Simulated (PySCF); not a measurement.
# AlO, PBE0: how much the basis matters

PySCF, UKS reference; doublet, unpaired electrons σ ↑; De to Al + O without counterpoise correction.

| basis | relativity | functions | Re (Å) | ωe (cm⁻¹) | De (eV) | μ (D) |
| --- | --- | --- | --- | --- | --- | --- |
| pcseg-1 | no relativity | 32 | 1.635 | 956 | 4.81 | -4.16 |
| cc-pV(D+d)Z/cc-pVDZ | no relativity | 37 | 1.630 | 942 | 4.81 | -3.89 |
| 6-311G(d,p) | no relativity | 44 | 1.633 | 956 | 4.78 | -3.90 |
| def2-TZVP | no relativity | 68 | 1.620 | 968 | 5.04 | -4.20 |
| def2-TZVPP | no relativity | 73 | 1.618 | 967 | 5.05 | -4.21 |
| def2-TZVPPD | no relativity | 88 | 1.619 | 967 | 5.06 | -4.37 |

Problem. How does each smaller set differ from the one with most functions, def2-TZVPPD?

Solution. pcseg-1: +1.6 pm, -1.1 % in ωe, -0.25 eV in De; cc-pV(D+d)Z/cc-pVDZ: +1.1 pm, -2.6 % in ωe, -0.25 eV in De; 6-311G(d,p): +1.4 pm, -1.1 % in ωe, -0.28 eV in De; def2-TZVP: +0.1 pm, +0.1 % in ωe, -0.02 eV in De; def2-TZVPP: -0.1 pm, +0.0 % in ωe, -0.01 eV in De. All at PBE0; the set with most functions is neither the basis-set limit nor always the best.

A positive dipole means Al(−)O(+). The state was picked by a PBE0 search and need not be the measured ground state.
